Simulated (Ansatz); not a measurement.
Gas-phase electronic energies from Ansatz, PBE0-D4/def2-TZVP geometries. CCSD(T)/CBS is the MP2 limit (def2-TZVPP, def2-QZVPP) plus CCSD(T) − MP2 in def2-TZVPP, frozen cores. This one scheme is used for every species. Functionals use def2-TZVPP. One conformer a species, not always the lowest.

Consider the hydrogenolysis of a C–O bond: `OCOC(F)F` + H₂ → `COC(F)F` + H₂O.

| species | PBE energy (Eh) |
| --- | --- |
| `OCOC(F)F` | -428.49526 |
| H₂ | -1.16614 |
| `COC(F)F` | -353.30688 |
| H₂O | -76.38007 |

Task: Work out ΔE.

Result: ΔE = (-353.30688) + (-76.38007) − (-428.49526) − (-1.16614) = -0.02555 Eh = -16.0 kcal/mol. CCSD(T)/CBS gives -17.8 kcal/mol.

Largest T1 diagnostic among the species: 0.012.

In def2-TZVPP, CCSD(T) changes the Hartree–Fock value by +1.8 kcal/mol (the triples alone add +0.9 kcal/mol) and MP2 by +1.4 kcal/mol. From PBE to PBE0 (25 % exact exchange), in def2-TZVPP and without D4, ΔE moves by −1.1 kcal/mol.
